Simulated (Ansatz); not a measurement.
C8H8 can be A, `CC#CC#CC1CC1`, or B, `C12C3C4C1C1C2C3C41`.

Computed with Ansatz on PBE0-D4/def2-TZVP structures; ΔE is electronic, products minus reactants. CBS: MP2 limit from def2 TZ/QZ plus the TZ coupled-cluster correction, frozen cores. DFT in def2-TZVPP. B3LYP here is the variant with VWN-RPA as its local correlation; programs differ in this.

Question: Which is lower in electronic energy at CCSD(T)/CBS, and by how much? (Best estimate.)

Answer: The calculation gave: A, by 29.8 kcal/mol.

Question: Give E(B) − E(A) in kcal/mol with ωB97M-V, CCSD/def2-TZVPP, CCSD(T)/def2-TZVPP, PBE0-D4, BLYP-D4, LDA (SPW92), B3LYP. (An estimate is asked.)

Answer: The calculation gave: ωB97M-V 23.9, CCSD/def2-TZVPP 29.4, CCSD(T)/def2-TZVPP 29.4, PBE0-D4 21.0, BLYP-D4 51.0, LDA (SPW92) 14.3, B3LYP 49.4. None reverses the order clearly.

Largest T1 diagnostic: 0.011.

Leaving LDA and LC-ωPBE aside and taking each functional with its dispersion term where it has one, the values, not all of them listed here, spread over 33.3 kcal/mol, from ωB97X-V to BLYP-D4. LDA lies −17.6 kcal/mol from PBE without D4. At CCSD(T), def2-SVP lies +1.1 kcal/mol from the extrapolated value and def2-TZVPP −0.4 kcal/mol.
